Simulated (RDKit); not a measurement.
RDKit input (UFF):

```python
from rdkit import Chem
from rdkit.Chem import AllChem, rdDetermineBonds

mol = Chem.MolFromXYZFile('mol.xyz')
rdDetermineBonds.DetermineBonds(mol, charge=0)
print('SMILES', Chem.MolToSmiles(Chem.RemoveHs(mol)))
ff = AllChem.UFFGetMoleculeForceField(mol)
e0 = ff.CalcEnergy()
flag = ff.Minimize(maxIts=5000, forceTol=1e-5)
print(f'energy {e0:.4f} -> {ff.CalcEnergy():.4f} kcal/mol, converged: {flag == 0}')
print(Chem.MolToXYZBlock(mol))
```
mol.xyz:
```
12

C      0.00294306     1.39046446     0.00403829
C      1.20564233     0.69266801     0.00734657
C      1.20269927    -0.69779645     0.00330827
C     -0.00294306    -1.39046446    -0.00403829
C     -1.20564233    -0.69266801    -0.00734657
C     -1.20269927     0.69779645    -0.00330827
H      0.00523441     2.47302785     0.00718236
H      2.14431017     1.23195330     0.01306633
H      2.13907575    -1.24107455     0.00588397
H     -0.00523441    -2.47302785    -0.00718236
H     -2.14431017    -1.23195330    -0.01306633
H     -2.13907575     1.24107455    -0.00588397
```

Output:

```
SMILES c1ccccc1
energy 10.7905 -> 10.5447 kcal/mol, converged: True
12

C      0.002961    1.399034    0.004063
C      1.213073    0.696937    0.007392
C      1.210112   -0.702097    0.003329
C     -0.002961   -1.399034   -0.004063
C     -1.213073   -0.696937   -0.007392
C     -1.210111    0.702097   -0.003329
H      0.005252    2.481366    0.007206
H      2.151540    1.236107    0.013111
H      2.146288   -1.245259    0.005904
H     -0.005252   -2.481366   -0.007206
H     -2.151540   -1.236107   -0.013111
H     -2.146288    1.245259   -0.005904
```
